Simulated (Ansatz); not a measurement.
Basis-set series for `[CH2]C(C)=O` radical. Charge 0, multiplicity 2. The structure was optimised at the PBE0-D4/def2-TZVP level.

| functional | basis | functions | energy (Eh) | HOMO (eV) | LUMO (eV) |
| --- | --- | --- | --- | --- | --- |
| PBE0-D4 | def2-SVP | 81 | -192.13108 | -7.15 | -3.14 |
| PBE0-D4 | def2-QZVPP | 378 | -192.36018 | -7.36 | -3.37 |
| ωB97M-V | def2-SVP | 81 | -192.25763 | -9.54 | -1.03 |
| ωB97M-V | def2-QZVPP | 378 | -192.49663 | -9.73 | -1.39 |

Task: Give the rows for def2-TZVPP. (Estimate.)

Result: Ansatz gave: 
```json
{"functional": "PBE0-D4", "basis": "def2-TZVPP", "functions": "194", "energy (Eh)": "-192.34948", "HOMO (eV)": "-7.32", "LUMO (eV)": "-3.34"}
{"functional": "ωB97M-V", "basis": "def2-TZVPP", "functions": "194", "energy (Eh)": "-192.48626", "HOMO (eV)": "-9.70", "LUMO (eV)": "-1.32"}
```

HOMO and LUMO are taken over both spins.
